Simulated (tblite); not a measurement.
Thiophen-2-ol, C4H4OS.
Numbering: `[OH:1][c:2]1[cH:3][cH:4][cH:5][s:6]1` (hydrogens: H7 on O1; H8 on C3; H9 on C4; H10 on C5)

Computed with GFN2-xTB (tblite), gas phase: Langevin dynamics at 600 K from the optimised GFN2-xTB geometry, time step 0.5 fs, friction 0.01 fs⁻¹, 2000 steps. Over the second half of the run the saved frames average 689 K.

The optimised geometry, where the run starts:
```
atom  x, y, z in Å
O1      2.323    0.057   -0.370
C2      0.995    0.098   -0.137
C3      0.116   -0.924   -0.303
C4     -1.209   -0.553    0.029
C5     -1.321    0.731    0.439
S6      0.204    1.541    0.433
H7      2.729    0.909   -0.177
H8      0.407   -1.898   -0.648
H9     -2.043   -1.227   -0.038
H10    -2.193    1.271    0.748
```

t = 50 fs, T = 460 K, E(pot) 0.418 eV above the start
```
atom  x, y, z in Å  |  force x, y, z in eV/Å
O1      2.232   -0.006   -0.353   -0.825  -1.430   0.727
C2      0.894    0.031   -0.111    1.339   2.593  -0.030
C3      0.025   -0.913   -0.406   -1.979  -1.372   0.871
C4     -1.313   -0.646    0.081    0.179   0.014  -1.163
C5     -1.472    0.628    0.455    2.172   0.484   0.435
S6      0.085    1.500    0.530   -0.503  -1.108  -0.331
H7      2.626    0.751   -0.740    0.144   1.248  -0.384
H8      0.373   -1.864   -0.705   -0.012  -0.719  -0.475
H9     -2.218   -1.229   -0.049    0.581  -0.383   0.015
H10    -2.266    1.061    0.966   -1.096   0.672   0.334
```

t = 275 fs, T = 605 K, E(pot) 0.819 eV above the start
```
atom  x, y, z in Å  |  force x, y, z in eV/Å
O1      2.170    0.459   -0.256   -1.061   1.239   0.319
C2      0.828    0.286   -0.019   -1.087  -1.007   0.217
C3      0.096   -0.861   -0.385    0.580   2.256   0.504
C4     -1.239   -0.748    0.100   -0.824  -0.684   1.287
C5     -1.498    0.293    0.946    0.870  -0.496  -1.255
S6     -0.201    1.389    0.981    1.443  -0.013  -0.230
H7      2.412    1.411   -0.118   -0.259  -1.101  -0.100
H8      0.633   -1.553   -1.012   -0.653  -0.264   0.130
H9     -2.152   -1.356    0.234    1.270  -0.864  -1.371
H10    -2.444    0.317    1.416   -0.278   0.934   0.500
```

t = 425 fs, T = 505 K, E(pot) 0.806 eV above the start
```
atom  x, y, z in Å  |  force x, y, z in eV/Å
O1      2.021    0.162   -0.430   -1.156  -0.818  -0.807
C2      0.684   -0.007   -0.233   -0.528  -0.414   0.953
C3     -0.085   -1.150   -0.439    2.275   1.520  -0.464
C4     -1.183   -1.159    0.406   -1.990  -5.354  -1.803
C5     -1.523   -0.078    1.016    0.662   3.066   1.211
S6     -0.232    1.091    0.820    0.142   0.137   0.126
H7      2.329    0.998   -0.115    0.115   0.837   0.261
H8      0.130   -1.729   -1.306    0.125  -0.905   0.254
H9     -1.830   -2.107    0.517    0.892   1.438  -0.485
H10    -2.395    0.087    1.568   -0.537   0.493   0.753
```

t = 450 fs, T = 550 K, E(pot) 0.623 eV above the start
```
atom  x, y, z in Å  |  force x, y, z in eV/Å
O1      2.024    0.224   -0.400    0.622  -1.273  -1.132
C2      0.757   -0.117   -0.173   -1.534   0.176   0.655
C3     -0.003   -1.275   -0.416    4.115   1.400  -0.029
C4     -1.204   -1.222    0.240   -1.878  -1.924   0.684
C5     -1.347   -0.145    1.031   -2.386   1.044   0.621
S6     -0.183    1.083    0.756    0.507  -1.048  -0.286
H7      2.277    1.084   -0.085   -0.157   0.514   0.277
H8      0.572   -2.160   -0.671   -0.615   0.178  -0.564
H9     -1.874   -2.127    0.185    0.571   1.338   0.354
H10    -2.237    0.156    1.623    0.756  -0.405  -0.579
```

t = 475 fs, T = 534 K, E(pot) 0.653 eV above the start
```
atom  x, y, z in Å  |  force x, y, z in eV/Å
O1      1.969    0.294   -0.578    2.434   0.664  -0.662
C2      0.864   -0.116   -0.024   -2.765  -1.101   0.217
C3      0.166   -1.341   -0.283    2.749   3.622  -0.108
C4     -1.109   -1.300    0.209   -1.077   1.877   1.606
C5     -1.496   -0.115    0.866    1.674  -1.147  -0.823
S6     -0.164    1.013    0.805   -0.202  -0.470   0.157
H7      2.418    1.107   -0.218   -0.903  -0.924  -0.106
H8      0.666   -1.942   -0.994   -0.117  -1.005  -0.068
H9     -1.643   -2.186    0.123   -1.420  -0.961   0.075
H10    -2.267    0.231    1.520   -0.374  -0.555  -0.287
```

t = 625 fs, T = 780 K, E(pot) 0.675 eV above the start
```
atom  x, y, z in Å  |  force x, y, z in eV/Å
O1      2.051    0.202   -0.410   -1.257  -2.210   1.300
C2      0.856   -0.211    0.182   -0.085  -0.659  -0.986
C3      0.231   -1.452    0.157    3.451   0.706  -0.738
C4     -0.989   -1.535    0.803    1.070   0.641  -1.147
C5     -1.530   -0.361    1.023    0.228   3.110   1.305
S6     -0.249    0.898    0.879   -1.357   0.293   0.096
H7      1.963    1.065   -0.755   -0.174   1.379  -0.393
H8      0.762   -2.264   -0.311   -0.110  -0.244   0.194
H9     -1.374   -2.456    0.869   -1.869  -2.834   0.369
H10    -2.446   -0.031    1.479    0.103  -0.181   0.000
```

t = 675 fs, T = 598 K, E(pot) 0.988 eV above the start
```
atom  x, y, z in Å  |  force x, y, z in eV/Å
O1      1.848    0.216   -0.654   -1.504  -2.167   0.562
C2      0.809   -0.185    0.234    1.229   1.826  -1.345
C3      0.262   -1.426    0.331   -0.090   0.758  -0.931
C4     -1.001   -1.460    1.049    0.947  -2.714  -1.514
C5     -1.324   -0.258    1.497    1.161   1.835  -0.434
S6     -0.174    1.032    0.958   -0.652  -0.925   0.972
H7      2.398    0.986   -0.547   -0.399   0.461   0.893
H8      0.713   -2.034   -0.428   -0.268  -1.203   0.516
H9     -1.568   -2.474    1.020    0.858   2.128   0.577
H10    -2.016    0.170    2.140   -1.283  -0.001   0.704
```

t = 850 fs, T = 736 K, E(pot) 0.834 eV above the start
```
atom  x, y, z in Å  |  force x, y, z in eV/Å
O1      0.984    0.538   -0.910    0.799   0.844  -0.883
C2      0.018    0.410    0.005   -0.141  -1.800   0.854
C3     -0.662   -0.780    0.416    3.050   1.607  -2.964
C4     -1.434   -0.516    1.481   -0.593   3.039   1.752
C5     -1.450    0.798    2.016    1.784  -2.949  -3.488
S6     -0.243    1.692    1.093   -1.156   0.328   1.019
H7      1.388    1.459   -0.971   -0.849  -1.369   0.298
H8     -0.468   -1.774   -0.001   -0.297   0.798  -0.041
H9     -2.023   -1.305    1.734   -1.774  -1.576   1.543
H10    -1.781    0.983    2.955   -0.822   1.080   1.910
```

t = 875 fs
```
atom  x, y, z in Å
O1      0.918    0.563   -0.951
C2     -0.073    0.455    0.015
C3     -0.945   -0.641    0.317
C4     -1.618   -0.503    1.480
C5     -1.506    0.823    1.938
S6     -0.342    1.716    1.139
H7      1.467    1.284   -0.802
H8     -1.053   -1.440   -0.498
H9     -2.354   -1.222    1.782
H10    -2.289    1.355    2.630
```

Problem. Estimate the potential energy and the forces of this last frame.

Solution. 0.919 eV above the start.

```tsv
atom	Fx (eV/Å)	Fy (eV/Å)	Fz (eV/Å)
O1	-2.451	-2.408	0.217
C2	-0.429	-1.394	-0.187
C3	3.175	-0.125	-4.256
C4	-1.616	2.297	0.854
C5	-2.752	-0.875	2.018
S6	0.490	0.719	-0.194
H7	1.207	1.902	0.484
H8	0.374	0.927	1.747
H9	-0.022	0.140	0.366
H10	2.024	-1.183	-1.049
```

The bond farthest from its length at the start is C5–H10 (1.173 against 1.071 Å), and half the difference of its two atoms' forces along it is -2.57 eV/Å (positive lengthens). The largest atomic force is 5.31 eV/Å.

What follows is the cost of the whole dynamics run. Time: 7.8 s of wall time; peak memory 0.19 GiB. Hardware: an Intel Xeon Platinum 8488C with one thread, no GPU (shared host).
